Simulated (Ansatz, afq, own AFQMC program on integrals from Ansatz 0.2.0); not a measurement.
**SiH$_{2}$, triplet in cc-pVTZ, levels against CCSDT(Q)**

```
atom   x (Å)   y (Å)    z (Å)
   H  0.0000  0.0000  -1.1607
   H  0.0000  0.0000  -0.1857
  Si  0.0000  0.0000   1.3463
```

Basis cc-pVTZ. Only valence electrons are correlated. Integrals, coupled cluster, full CI and functionals: Ansatz 0.2.0; the random walks run on the same integrals in our own AFQMC program. The CISD trial takes its coefficients from CCSD amplitudes. Released means that phaseless walkers are propagated on without the constraint, phases kept. ± is one standard error of the sampling.

Determinant: UHF, the one that the program's search chose, which needn't be the lowest solution. The geometry is a point of a scan.

No full CI on the walks' own integrals is used here; CCSDT(Q) serves as the reference and is uncertain by about the last step of the cluster series.

Cautions: lower spins were not checked; unrestricted determinant slightly spin contaminated (⟨S²⟩ 2.07 against 2.00).

* T1 diagnostic: 0.0273
* weight of the determinant in the CISD state: 0.894
* ⟨S²⟩ of the determinant: 2.068
* size of the correlated space: 6 electrons in 57 orbitals

Reference: CCSDT(Q), correlation energy -3.705 eV. The released energy is read at 2.40 1/Eh (meV from the phaseless value at times in 1/Eh: -1.9 ± 1.8 at 0.24, -3.9 ± 2.2 at 0.51, -5.5 ± 2.2 at 0.99, -5.5 ± 1.6 at 1.62, -5.7 ± 1.8 at 2.40).

```json
{"level": "HF", "E − E(reference) (kcal/mol)": "85.43", "share of correlation (%)": "0.00"}
{"level": "MP2", "E − E(reference) (kcal/mol)": "20.87", "share of correlation (%)": "75.57"}
{"level": "CCSD", "E − E(reference) (kcal/mol)": "3.94", "share of correlation (%)": "95.39"}
{"level": "CCSD(T)", "E − E(reference) (kcal/mol)": "0.84", "share of correlation (%)": "99.02"}
{"level": "CCSDT", "E − E(reference) (kcal/mol)": "0.12", "share of correlation (%)": "99.86"}
{"level": "ph-AFQMC/CISD", "E − E(reference) (kcal/mol)": "0.27 ± 0.05", "share of correlation (%)": "99.68"}
{"level": "released AFQMC", "E − E(reference) (kcal/mol)": "0.14 ± 0.04", "share of correlation (%)": "99.83"}
```

A walk keeps the symmetry of its determinant, which the program's search chose and which needn't be the lowest solution, so a lower state of the same spin and another symmetry isn't excluded. Released energies are given only where the last usable release times agree within the noise; a slower fall can still hide under it.
